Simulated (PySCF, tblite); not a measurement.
# methylsulfanylsilane (CH₆SSi): isotopologues and vibrational averages, part 2 of 2

PySCF and tblite. Atoms count from 0. Earlier steps stand in the parts before.

## Step 8: Vibrational averages by isotopologue

What the job is given:

```
{"job": {"xc": "PBE0", "basis": "pcSseg-1", "grid": 2, "temperatures": [100, 400], "kind": "iso"}, "charge": 0, "multiplicity": 1}
C     -1.517393    -0.154761    -0.207804
S     -0.055874    -1.201660    -0.520425
Si     1.500144     0.098263     0.157033
H     -2.389513    -0.731325    -0.526314
H     -1.623866     0.078701     0.855634
H     -1.480418     0.770703    -0.789963
H      1.522746     1.369102    -0.622147
H      2.768574    -0.648186    -0.044162
H      1.329847     0.443138     1.597429
```

The log of the run:

```text
parent
  Be/MHz 14063.349 4179.52 3420.393
  B0/MHz 14039.024 4153.08 3397.774
  ZPE/cm-1 14084.2
  <sigma>(0 K)/ppm 165.615 702.351 395.017 28.730 28.935 28.925 26.466 26.407 26.464
2H at atom 3
  Be/MHz 13971.952 3949.249 3259.666
  B0/MHz 13944.95 3924.785 3239.17
  ZPE/cm-1 13389.1
  <sigma>(0 K)/ppm 165.936 703.130 395.084 28.868 28.958 28.944 26.467 26.409 26.464
2H at atom 4
  Be/MHz 13041.976 4081.924 3324.723
  B0/MHz 13021.419 4056.925 3302.853
  ZPE/cm-1 13389.5
  <sigma>(0 K)/ppm 165.973 703.487 395.067 28.754 29.069 28.950 26.468 26.409 26.465
33S at atom 1, 2H at atom 3
  Be/MHz 13802.614 3940.352 3244.333
  B0/MHz 13776.368 3916.073 3224.022
  ZPE/cm-1 13384.5
  <sigma>(0 K)/ppm 165.939 703.161 395.089 28.868 28.959 28.944 26.467 26.409 26.464
```

Run time: 16 min. Hardware: 1 thread of AMD EPYC 7R13, shared host; peak memory 0.52 GiB. This counts the whole study up to here.

Rotational constants (MHz) at equilibrium and in the ground state:

```
               isotopologue                       Be                       B0  zero-point change (cm⁻¹)
                     parent  14063.3, 4179.5, 3420.4  14039.0, 4153.1, 3397.8                       0.0
               2H at atom 3  13972.0, 3949.2, 3259.7  13945.0, 3924.8, 3239.2                    -695.1
               2H at atom 4  13042.0, 4081.9, 3324.7  13021.4, 4056.9, 3302.9                    -694.7
33S at atom 1, 2H at atom 3  13802.6, 3940.4, 3244.3  13776.4, 3916.1, 3224.0                    -699.7
```

Shieldings of the first species (ppm): at equilibrium, the vibrational parts at 0 K, and the averages:

```
atom  equilibrium  anharmonic  harmonic     0 K   100 K   400 K
  C0       169.78        1.04     -5.21  165.62  165.44  163.97
  S1       724.83       -1.03    -21.44  702.35  703.03  707.45
 Si2       399.06        0.28     -4.32  395.02  394.64  391.89
  H3        29.37        0.29     -0.93   28.73   28.72   28.67
  H4        29.57        0.23     -0.87   28.94   28.93   28.87
  H5        29.58        0.22     -0.87   28.93   28.92   28.83
  H6        26.82        0.06     -0.41   26.47   26.46   26.41
  H7        26.78        0.09     -0.46   26.41   26.40   26.31
  H8        26.82        0.06     -0.41   26.46   26.46   26.40
```

Isotope effects on the shieldings at 0 K (ppb; positive means more shielded):

```
atom  2H at atom 3  2H at atom 4  33S at atom 1, 2H at atom 3
  C0           320           358                          324
  S1           779          1136                          810
 Si2            67            51                           72
  H3           138            24                          138
  H4            23           134                           23
  H5            18            24                           19
  H6             1             3                            1
  H7             2             2                            2
  H8             0             1                            0
```

## Step 9: Tight optimisation and Hessian

What the job is given:

```
{"job": {"xc": "PBE0", "basis": "STO-3G", "grid": 2, "temperatures": [100, 400], "j": false, "kind": "geom"}, "charge": 0, "multiplicity": 1}
C     -1.497070    -0.146319    -0.202418
S     -0.038871    -1.192089    -0.514380
Si     1.512616     0.116587     0.165617
H     -2.365169    -0.714615    -0.518661
H     -1.566186     0.077836     0.857650
H     -1.421795     0.769132    -0.781209
H      1.448111     1.339292    -0.629279
H      2.724781    -0.649062    -0.047990
H      1.257828     0.423213     1.569952
```

The log of the run:

```text
step   0  E = -19616.0823109 eV  max force = 1.29456
step   1  E = -19616.1180462 eV  max force = 1.51943
step   2  E = -19616.1819672 eV  max force = 0.29080
step   3  E = -19616.1840868 eV  max force = 0.15636
step   4  E = -19616.1852458 eV  max force = 0.03109
step   5  E = -19616.1852893 eV  max force = 0.02622
step   6  E = -19616.1853281 eV  max force = 0.00581
step   7  E = -19616.1853274 eV  max force = 0.00732
step   8  E = -19616.1853310 eV  max force = 0.00131
step   9  E = -19616.1853310 eV  max force = 0.00131
step  10  E = -19616.1853311 eV  max force = 0.00019
harmonic wavenumbers (cm-1): 118.9 176.8 230.4 602.2 691.8 708.3 875.9 1062.0 1084.0 1103.8 1105.3 1137.5 1567.8 1696.0 1704.6 2658.2 2703.1 2733.3 3330.3 3492.0 3519.7
```

It took 69 s on 1 thread of AMD EPYC 7R13, shared host; peak memory 0.45 GiB.

This input is unsound on purpose: minimal basis set.

## Step 10: Displacements along the modes

What the job is given:

```
{"job": {"xc": "PBE0", "basis": "STO-3G", "grid": 2, "temperatures": [100, 400], "j": false, "kind": "vib", "mass_numbers": [12, 32, 28, 1, 1, 1, 1, 1, 1]}, "charge": 0, "multiplicity": 1}
C     -1.471876    -0.160595    -0.206429
S     -0.049104    -1.237046    -0.535036
Si     1.466414     0.082425     0.147671
H     -2.381954    -0.693427    -0.509269
H     -1.574216     0.093056     0.858877
H     -1.432273     0.779635    -0.775715
H      1.472922     1.317305    -0.605552
H      2.738035    -0.578381    -0.017653
H      1.286298     0.421002     1.542387
```

The log of the run:

```text
mode    cm-1    km/mol   phi_rrr   E(+)/cm-1  E(-)/cm-1
  1    118.94     0.21       2.3      52.33      51.04
  2    176.84     0.05     -11.0      77.89      78.83
  3    230.44     0.79     -24.4      40.88      42.65
  4    602.18     5.67    -119.8     104.18     112.86
  5    691.82    40.51      -6.8     125.51     126.31
  6    708.35    25.98       5.4     128.70     128.09
  7    875.91     2.80    -216.1     150.17     165.64
  8   1061.97   281.77     -73.0     188.90     194.05
  9   1084.00     0.01       0.0     196.58     196.39
 10   1103.83    12.69      -2.2     199.45     199.56
 11   1105.25    50.78       0.7     199.42     199.41
 12   1137.51    57.86     125.3     209.66     200.72
 13   1567.77     7.02     173.2     288.98     276.41
 14   1695.98     5.83      -1.7     305.49     305.64
 15   1704.64     5.70    -148.0     301.79     312.50
 16   2658.19    16.29    -750.7     452.48     506.53
 17   2703.13    29.15       0.8     487.91     487.87
 18   2733.31    15.30    -902.9     461.54     526.38
 19   3330.33     4.81   -1029.0     564.10     638.06
 20   3492.03     4.13      -0.6     631.10     631.14
 21   3519.72     0.47    1082.0     675.51     597.80
```

It took 67 s on 1 thread of AMD EPYC 7R13, shared host; peak memory 0.45 GiB.

This input is unsound on purpose: minimal basis set.

## Step 11: Displacements along the modes

Changed since step 10:

```diff
@@ -1,2 +1,2 @@
-{"job": {"xc": "PBE0", "basis": "STO-3G", "grid": 2, "temperatures": [100, 400], "j": false, "kind": "vib", "mass_numbers": [12, 32, 28, 1, 1, 1, 1, 1, 1]}, "charge": 0, "multiplicity": 1}
+{"job": {"xc": "PBE0", "basis": "STO-3G", "grid": 2, "temperatures": [100, 400], "j": false, "kind": "vib", "mass_numbers": [12, 32, 28, 2, 1, 1, 1, 1, 1]}, "charge": 0, "multiplicity": 1}
 C     -1.471876    -0.160595    -0.206429
```

The log of the run:

```text
mode    cm-1    km/mol   phi_rrr   E(+)/cm-1  E(-)/cm-1
  1    117.35     0.21       1.5      50.42      49.16
  2    156.06     0.01     -10.2      59.08      59.89
  3    224.11     0.71      22.8      41.43      39.79
  4    597.52     4.98    -116.4     103.46     111.89
  5    691.56    40.52      -8.1     125.43     126.31
  6    702.53    27.42     -12.6     126.79     127.94
  7    812.76     0.49    -131.5     141.75     151.15
  8    959.92    18.36      92.6     176.48     169.79
  9   1058.33     0.21      -0.2     191.87     191.68
 10   1067.10   273.99      75.7     195.10     189.74
 11   1105.19    50.70       0.1     199.40     199.42
 12   1134.97    57.51     146.3     210.06     199.59
 13   1450.92     3.46     105.2     265.67     258.06
 14   1469.93     2.98      -0.6     264.84     264.87
 15   1681.99    10.22    -203.1     295.84     310.58
 16   2543.23     0.53   -1139.3     419.55     501.37
 17   2658.19    16.30     750.7     506.53     452.48
 18   2703.13    29.16      -0.8     487.87     487.91
 19   2733.31    15.31    -902.8     461.54     526.38
 20   3385.56     4.66   -1256.5     566.66     656.92
 21   3491.94     4.08      -0.2     631.10     631.11
```

Wall time 67 s (1 thread of AMD EPYC 7R13, shared host); peak memory 0.45 GiB.

This input is unsound on purpose: minimal basis set.

## Step 12: Vibrational averages by isotopologue, second settings

What the job is given:

```
{"job": {"xc": "PBE0", "basis": "STO-3G", "grid": 2, "temperatures": [100, 400], "j": false, "kind": "iso"}, "charge": 0, "multiplicity": 1}
C     -1.471876    -0.160595    -0.206429
S     -0.049104    -1.237046    -0.535036
Si     1.466414     0.082425     0.147671
H     -2.381954    -0.693427    -0.509269
H     -1.574216     0.093056     0.858877
H     -1.432273     0.779635    -0.775715
H      1.472922     1.317305    -0.605552
H      2.738035    -0.578381    -0.017653
H      1.286298     0.421002     1.542387
```

The log of the run:

```text
parent
  Be/MHz 13787.749 4367.855 3517.499
  B0/MHz 13810.55 4327.77 3490.167
  ZPE/cm-1 16151.1
  <sigma>(0 K)/ppm 210.151 872.611 577.514 31.479 31.766 31.760 31.367 31.200 31.368
2H at atom 3
  Be/MHz 13663.625 4123.573 3349.92
  B0/MHz 13686.467 4086.925 3325.224
  ZPE/cm-1 15372.8
  <sigma>(0 K)/ppm 210.361 873.237 577.527 31.571 31.782 31.775 31.369 31.202 31.370
```

Wall time 3.4 min (1 thread of AMD EPYC 7R13, shared host); peak memory 0.52 GiB. This counts the runs that the step sums up.

These settings are unsound on purpose: minimal basis set. The values are not to be used.

Rotational constants (MHz) at equilibrium and in the ground state:

```
isotopologue                       Be                       B0  zero-point change (cm⁻¹)
      parent  13787.7, 4367.9, 3517.5  13810.5, 4327.8, 3490.2                       0.0
2H at atom 3  13663.6, 4123.6, 3349.9  13686.5, 4086.9, 3325.2                    -778.3
```

Shieldings of the first species (ppm): at equilibrium, the vibrational parts at 0 K, and the averages:

```
atom  equilibrium  anharmonic  harmonic     0 K   100 K   400 K
  C0       212.68        0.86     -3.39  210.15  210.05  209.20
  S1       896.48       -6.34    -17.54  872.61  872.35  869.42
 Si2       582.89        1.92     -7.29  577.51  577.17  574.77
  H3        31.96        0.19     -0.67   31.48   31.48   31.44
  H4        32.26        0.16     -0.65   31.77   31.76   31.71
  H5        32.26        0.15     -0.65   31.76   31.75   31.70
  H6        31.66        0.14     -0.43   31.37   31.36   31.32
  H7        31.50        0.16     -0.46   31.20   31.19   31.14
  H8        31.66        0.14     -0.43   31.37   31.36   31.32
```

Isotope effects on the shieldings at 0 K (ppb; positive means more shielded):

```
atom  2H at atom 3
  C0           210
  S1           626
 Si2            13
  H3            92
  H4            16
  H5            15
  H6             2
  H7             2
  H8             2
```

## Step 13: Summary of results

What follows sums up all 2 parts.

| quantity | value |
| --- | --- |
| point group | Cs |
| B0 of the first species | 14039.0, 4153.1, 3397.8 MHz |
| zero-point energy | 14084 cm⁻¹ |
| zero-point change of σ(S1) | -22.47 ppm |

What this shows: Zero-point motion changes the shielding of S1 most, by -22.47 ppm. The largest secondary isotope effect is 1136 ppb on S1, 2 bonds from the change (2H at atom 4). The job flags a low mode; perturbation theory is less sure for low modes. Internal rotors are held in one well.
